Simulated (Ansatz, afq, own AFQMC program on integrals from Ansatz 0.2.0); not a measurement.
## H$_{2}$Cl, doublet in cc-pVTZ, levels against CCSDT(Q)

```yaml
atoms:
  - { symbol: Cl, position_ang: [0.0000, 0.0000, -1.1976] }
  - { symbol: H, position_ang: [0.0000, 0.0000, 0.0812] }
  - { symbol: H, position_ang: [0.0000, 0.0000, 1.1164] }
```

Basis cc-pVTZ. Noble-gas cores (and the filled d shells of Ga–Kr and In–Xe) are frozen. AFQMC by an in-house program on the Cholesky factors that Ansatz 0.2.0 writes for its CCSD(T) run. The CISD trial takes its coefficients from CCSD amplitudes. Released means that phaseless walkers are propagated on without the constraint, phases kept. Uncertainties: one standard error, sampling alone.

Determinant: UHF, the one that the program's search chose, which needn't be the lowest solution. The geometry is a point of a scan.

No full CI on the walks' own integrals is used here; CCSDT(Q) serves as the reference and is uncertain by about the last step of the cluster series.

The T1 diagnostic is 0.0112, the weight of the determinant in the CISD state is 0.913 and the ⟨S²⟩ of the determinant is 0.766. The size of the correlated space is 9 electrons in 57 orbitals.

Reference: CCSDT(Q), correlation energy -6.603 eV. The released energy is read at 2.40 1/Eh (meV from the phaseless value at times in 1/Eh: -4.0 ± 2.3 at 0.24, -6.4 ± 2.3 at 0.51, -9.5 ± 2.0 at 0.99, -11 ± 3 at 1.62, -9 ± 3 at 2.40).

```csv
level,E − E(reference) (kJ/mol),share of correlation (%)
HF,637.1,0.00
MP2,82.7,87.03
CCSD,24.4,96.17
CCSD(T),2.4,99.62
CCSDT,0.9,99.86
ph-AFQMC/CISD,0.7 ± 0.2,99.88
released AFQMC,-0.1 ± 0.3,100.01
```

A walk keeps the symmetry of its determinant, which the program's search chose and which needn't be the lowest solution, so a lower state of the same spin and another symmetry isn't excluded. Released energies are given only where the last usable release times agree within the noise; a slower fall can still hide under it.
